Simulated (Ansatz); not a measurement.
Two shapes of doublet C₂H₅.

Shape 1:

```xyz
7

C     0.0000    0.0158   -0.6902
C     0.0000   -0.0421    0.7904
H     0.9337    0.0148    1.3558
H    -0.9337    0.0148    1.3558
H     0.0000    1.0601   -1.0660
H     0.8914   -0.4658   -1.1233
H    -0.8914   -0.4658   -1.1233
```

Shape 2:

```xyz
7

C     0.0000    0.0145   -0.6350
C     0.0000   -0.0388    0.7272
H     0.8590    0.0136    1.2473
H    -0.8590    0.0136    1.2473
H     0.0000    0.9753   -0.9807
H     0.8201   -0.4285   -1.0335
H    -0.8201   -0.4285   -1.0335
```

Basis set: cc-pVDZ (spherical functions). Frozen core: 2 orbitals. Charge 0, multiplicity 2.

Computed with Ansatz (development build ahead of 0.2.0); each method stands on the lowest determinant of its kind that the runs found.

Task: Which shape is lower in energy, and by how much in each method?

Result:

```
 method  E(2) − E(1) (eV)
    UHF             1.039
UHF-MP2             1.188
```

Shape 1 is lower.
